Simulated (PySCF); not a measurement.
Isomers of C3H5ClO. Level of theory: PBE0-D3(BJ)/def2-SVP geometry optimisation, gas phase (PySCF). Energies are electronic, without zero-point or thermal terms, for one conformer each. No frequencies were run at this level. Point groups hold within 0.08 Å.

Question: Order them by energy at this level, lowest first, and give relative energies in kcal/mol.
A. `[Cl:1][CH2:2][C@@H:3]1[CH2:4][O:5]1` with Cl1–C2–C3–C4 -92°
B. `[O:1]=[CH:2][CH2:3][CH2:4][Cl:5]` with O1–C2–C3–C4 0°, C2–C3–C4–Cl5 180° (3-chloropropanal)

Answer: B (0.0), A (21.6).

As drawn, the lower has a C=O bond, which the higher lacks; the higher has a three-membered ring, which the lower lacks.

| SMILES | E (Eh) | E rel (kcal/mol) | dipole (D) | point group | A, B, C (MHz) |
| --- | --- | --- | --- | --- | --- |
| O=CCCCl | -652.08739 | 0.0 | 1.85 | Cs | 16518, 1639, 1519 |
| ClC[C@@H]1CO1 | -652.05295 | 21.6 | 0.48 | C1 | 13238, 2038, 1896 |

How do the relative energies change in single points at PBE0/pcSseg-1 (no added dispersion term) on the same geometries?

| SMILES | PBE0-D3(BJ)/def2-SVP (kcal/mol) | PBE0/pcSseg-1 (kcal/mol) | shift |
| --- | --- | --- | --- |
| O=CCCCl | 0.0 | 0.0 | 0.0 |
| ClC[C@@H]1CO1 | 21.6 | 21.5 | -0.1 |

Each column counts from its own lowest isomer. The order is unchanged; the largest shift is 0.1 kcal/mol.
